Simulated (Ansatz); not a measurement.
**How methods differ on AlH2SF (SMILES [F][AlH][SH])**

The species is AlH2SF (5 atoms), meant as a singlet with charge 0. SMILES: `[F][AlH][SH]`. The shape is that of a PBE0-D4/def2-TZVP optimisation. This is one conformer, not always the lowest.

```
atom    x (Å)    y (Å)    z (Å)
   F  -1.2035  -1.5358   0.8775
  Al  -0.5139  -0.3091   0.0248
   S   1.5361   0.1826   0.5335
   H  -1.3411   0.4304  -1.0852
   H   1.5723   1.1582  -0.3921
```

Each level gives the energy change with the S3–H5 bond stretched from 1.345 to 3.363 Å (eV). The values are calculated.

```json
{"level": "PBE/STO-3G (restricted)", "kind": "GGA", "program": "Ansatz", "value (eV)": "6.37", "less FCI/STO-3G": "+2.14", "CPU time (all runs)": "1.5 s"}
{"level": "r2SCAN/STO-3G (restricted)", "kind": "meta-GGA", "program": "Ansatz", "value (eV)": "6.80", "less FCI/STO-3G": "+2.57", "CPU time (all runs)": "2.3 s"}
{"level": "PBE0/STO-3G (restricted)", "kind": "global hybrid", "program": "Ansatz", "value (eV)": "7.36", "less FCI/STO-3G": "+3.13", "CPU time (all runs)": "1 s"}
{"level": "r2SCAN0/STO-3G (restricted)", "kind": "hybrid meta-GGA", "program": "Ansatz", "value (eV)": "7.63", "less FCI/STO-3G": "+3.40", "CPU time (all runs)": "2.3 s"}
{"level": "CAM-B3LYP/STO-3G (restricted)", "kind": "range-separated hybrid", "program": "Ansatz", "value (eV)": "7.85", "less FCI/STO-3G": "+3.62", "CPU time (all runs)": "1.2 s"}
{"level": "MP2/STO-3G (restricted)", "kind": "perturbation theory", "program": "Ansatz", "value (eV)": "5.36", "less FCI/STO-3G": "+1.13", "CPU time (all runs)": "0.24 s"}
{"level": "CCSDT(Q)/STO-3G (restricted)", "kind": "coupled cluster or CI", "program": "Ansatz", "value (eV)": "4.22", "less FCI/STO-3G": "-0.01", "CPU time (all runs)": "0.58 s"}
{"level": "CCSDTQ/STO-3G (restricted)", "kind": "coupled cluster or CI", "program": "Ansatz", "value (eV)": "4.23", "less FCI/STO-3G": "0.00", "CPU time (all runs)": "12 s"}
{"level": "FCI/STO-3G", "kind": "exact in the basis", "program": "Ansatz", "value (eV)": "4.23", "less FCI/STO-3G": "0.00", "CPU time (all runs)": "23 s"}
```

FCI/STO-3G is exact within its basis and frozen core, so for wave-function methods in that basis the difference is their error; functionals converge differently with the basis, so for them it is only a difference. The first shape isn't each level's own minimum. The values span 4.22 to 7.85 eV. All rows use very small basis sets, so even the best lies far from the true value. CPU times are rough (shared hosts, several kinds of processor): they show what a rung costs within a factor of a few.
